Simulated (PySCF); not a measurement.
H₄N₂, SMILES NN.

Geometry: B3LYP-D3(BJ)/def2-TZVP.

Two levels are set side by side: TDDFT-PBE/def2-TZVPD (PySCF) and ADC(2)/aug-cc-pVDZ (PySCF). Vertical, same geometry; the bases differ. Differences are taken from unrounded values.

```tsv
quantity	ADC(2)
lowest singlet excitation (eV)	5.70
```

Task: What does TDDFT-PBE give, and how far is it from ADC(2)? (The exact figures need the calculation; the answer reports its results.)

Result: 
```json
[
 {"quantity": "lowest singlet excitation (eV)", "TDDFT-PBE": "5.41", "TDDFT-PBE minus ADC(2)": "-0.30"}
]
```

Functionals without exact exchange tend to place singlet excitations lower, as here. Differences between two approximate levels are no errors against the true value.

Rough cost on one machine, each run with all the roots and properties that it gave: ADC(2) against TDDFT-PBE about 2 times.
